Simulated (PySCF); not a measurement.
## Energy of O (oxygen, neutral) between two integer charges

The 2p beta orbital of [He] 2s2 2p4 is emptied in steps (occupation f), with all orbitals relaxed, ending at [He] 2s2 2p3. Computed with PySCF 2.14 in aug-cc-pVDZ (4s3p2d, 23 functions), with the non-relativistic Hamiltonian (point nucleus). The exact energy is a straight line in f; departures are measured from the line between the end points of the same method.

Problem. Among LDA, PBE, PBE0, r2SCAN, LC-wPBE, BHandHLYP, wB97X, MN15, HSE06, which shows the largest delocalisation error (convex curve), and which is closest to linear?

Solution. Most convex: LDA (-1.697 eV at f = 0.5); closest to linear: LC-wPBE (-0.401 eV).

```json
{"f": "1", "LDA (eV)": "0.000", "PBE (eV)": "0.000", "PBE0 (eV)": "0.000", "r2SCAN (eV)": "0.000", "LC-wPBE (eV)": "0.000", "BHandHLYP (eV)": "0.000", "wB97X (eV)": "0.000", "MN15 (eV)": "0.000", "HSE06 (eV)": "0.000"}
{"f": "0.9", "LDA (eV)": "-0.599", "PBE (eV)": "-0.590", "PBE0 (eV)": "-0.400", "r2SCAN (eV)": "-0.527", "LC-wPBE (eV)": "-0.143", "BHandHLYP (eV)": "-0.220", "wB97X (eV)": "-0.161", "MN15 (eV)": "-0.322", "HSE06 (eV)": "-0.436"}
{"f": "0.7", "LDA (eV)": "-1.413", "PBE (eV)": "-1.387", "PBE0 (eV)": "-0.939", "r2SCAN (eV)": "-1.228", "LC-wPBE (eV)": "-0.336", "BHandHLYP (eV)": "-0.523", "wB97X (eV)": "-0.378", "MN15 (eV)": "-0.757", "HSE06 (eV)": "-1.023"}
{"f": "0.5", "LDA (eV)": "-1.697", "PBE (eV)": "-1.660", "PBE0 (eV)": "-1.120", "r2SCAN (eV)": "-1.456", "LC-wPBE (eV)": "-0.401", "BHandHLYP (eV)": "-0.634", "wB97X (eV)": "-0.450", "MN15 (eV)": "-0.904", "HSE06 (eV)": "-1.220"}
{"f": "0.3", "LDA (eV)": "-1.434", "PBE (eV)": "-1.396", "PBE0 (eV)": "-0.940", "r2SCAN (eV)": "-1.215", "LC-wPBE (eV)": "-0.334", "BHandHLYP (eV)": "-0.542", "wB97X (eV)": "-0.374", "MN15 (eV)": "-0.760", "HSE06 (eV)": "-1.023"}
{"f": "0.1", "LDA (eV)": "-0.617", "PBE (eV)": "-0.596", "PBE0 (eV)": "-0.401", "r2SCAN (eV)": "-0.517", "LC-wPBE (eV)": "-0.140", "BHandHLYP (eV)": "-0.236", "wB97X (eV)": "-0.156", "MN15 (eV)": "-0.326", "HSE06 (eV)": "-0.436"}
{"f": "0", "LDA (eV)": "0.000", "PBE (eV)": "0.000", "PBE0 (eV)": "0.000", "r2SCAN (eV)": "0.000", "LC-wPBE (eV)": "0.000", "BHandHLYP (eV)": "0.000", "wB97X (eV)": "0.000", "MN15 (eV)": "0.000", "HSE06 (eV)": "0.000"}
```

| method | E(f=0) − E(f=1) (eV) | −ε at f=1 (eV) | −ε at f=0.5 (eV) |
| --- | --- | --- | --- |
| LDA | 13.997 | 7.383 | 13.935 |
| PBE | 14.049 | 7.533 | 14.021 |
| PBE0 | 13.852 | 9.427 | 13.846 |
| r2SCAN | 13.720 | 7.864 | 13.755 |
| LC-wPBE | 14.108 | 12.534 | 14.115 |
| BHandHLYP | 13.760 | 11.349 | 13.705 |
| wB97X | 13.829 | 12.055 | 13.840 |
| MN15 | 13.895 | 10.328 | 13.884 |
| HSE06 | 13.868 | 9.038 | 13.866 |

Reference removal energy between the ground levels: 13.618 eV (measured; NIST Atomic Spectra Database, ionization energies). The calculation has no spin-orbit coupling.
